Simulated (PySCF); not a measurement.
Identify the unknown among the candidates.

All candidates are C5H11F.

- 13C NMR: chemical shifts (computed TMS as zero) by class: 92.1 (1 C), 41.0 (1 C), 29.5 (1 C), 14.7 (1 C), 14.1 (1 C) ppm [GIAO PBE0/pcSseg-1]
- Rotational structure: rotational constants A, B, C: 4.725, 2.317, 1.696 GHz [GFN2-xTB]
- NMR, other nuclei: isotropic shieldings of nuclei other than C and H, by class: 420 (1 F) ppm [GIAO PBE0/pcSseg-1]
- Polarisability: 62.8 au [CAM-B3LYP/def2-SVPD]
- UV, first state: lowest singlet excitation: 8.90 eV (139 nm, f = 0.014) [TDDFT CAM-B3LYP/def2-SVPD]
- 1H NMR: chemical shifts (computed TMS as zero) by class: 4.70 (1 H), 4.20 (1 H), 2.15 (1 H), 1.53 (1 H), 1.07 (3 H), 0.78 (3 H), 0.71 (1 H) ppm [GIAO PBE0/pcSseg-1]
- Triplet: lowest triplet excitation (Tamm–Dancoff): 8.70 eV [TDA CAM-B3LYP/def2-SVPD]
- UV, strongest line: among the 8 lowest singlet transitions: S7 at 9.54 eV (130 nm, f = 0.054) [TDDFT CAM-B3LYP/def2-SVPD]

The electronic properties come from PySCF, for the isolated species, density fitting. Levels stand in brackets. The structure is a single GFN2-xTB conformer in the gas phase; no vibrational or solvent corrections. NMR classes are plain means over equivalent atoms (diastereotopic ones count apart unless rotation or inversion swaps them), as if these changed places fast.

Task: Which candidate is it?
A. `CCCCCF`
B. `CC[C@@H](C)CF`
C. `CC(C)[C@@H](C)F`

Result: B. It is `CC[C@@H](C)CF`. Numbering: `[CH3:1][CH2:2][C@@H:3]([CH3:4])[CH2:5][F:6]`. Its formula, C5H11F, gives 0 degrees of unsaturation, so no ring and no π bond. 5 carbons fall into 5 classes; from least to most shielded: sp3 C–F carbon [C5] (92.1 ppm), sp3 CH carbon [C3] (41.0 ppm), chain CH2 carbon [C2] (29.5 ppm), methyl carbon [C4] (14.7 ppm), methyl carbon [C1] (14.1 ppm). Hydrogen classes from least to most shielded: 1 H on an sp3 C–F carbon, C5 (4.70 ppm), 1 H on an sp3 C–F carbon, C5 (4.20 ppm), 1 H on a chain CH2 carbon, C2 (2.15 ppm), 1 H on an sp3 CH carbon, C3 (1.53 ppm), 3 H on a methyl carbon, C1 (1.07 ppm, a mean of values up to 0.5 ppm apart in this geometry), 3 H on a methyl carbon, C4 (0.78 ppm, a mean of values up to 1.2 ppm apart in this geometry), 1 H on a chain CH2 carbon, C2 (0.71 ppm). The other shieldings belong to: 420 ppm, alkyl fluorine [F6]. The optimised geometry has point group C1 and is an asymmetric top.

The others, at the same levels:
- `CCCCCF` fails: its computed 13C shifts are 87.1 (1 C), 36.9 (1 C), 33.8 (1 C), 28.4 (1 C), 17.3 (1 C) ppm, 1H shifts are 4.77 (2 H), 1.53 (2 H), 1.42 (2 H), 1.31 (2 H), 1.09 (3 H) ppm and rotational constant A is 9.274 GHz (against 4.725 GHz).
- `CC(C)[C@@H](C)F` fails: its computed 13C shifts are 96.8 (1 C), 36.8 (1 C), 20.5 (1 C), 16.0 (1 C), 15.3 (1 C) ppm, 1H shifts are 4.78 (1 H), 2.04 (1 H), 1.19 (3 H), 1.00 (3 H), 0.85 (3 H) ppm and lowest singlet excitation is 8.75 eV (142 nm, f = 0.014) (against 8.90 eV).

Each candidate is one conformer, not necessarily the lowest. The conformers computed, where there is a choice (atom-mapped SMILES and torsion angles):
- `[CH3:1][CH2:2][C@@H:3]([CH3:4])[CH2:5][F:6]`: C1–C2–C3–C4 69°, C2–C3–C5–F6 64°
- `[CH3:1][CH2:2][CH2:3][CH2:4][CH2:5][F:6]`: C1–C2–C3–C4 179°, C2–C3–C4–C5 176°, C3–C4–C5–F6 -66°
- `[CH3:1][CH:2]([CH3:3])[C@@H:4]([CH3:5])[F:6]`: C1–C2–C4–C5 -54°
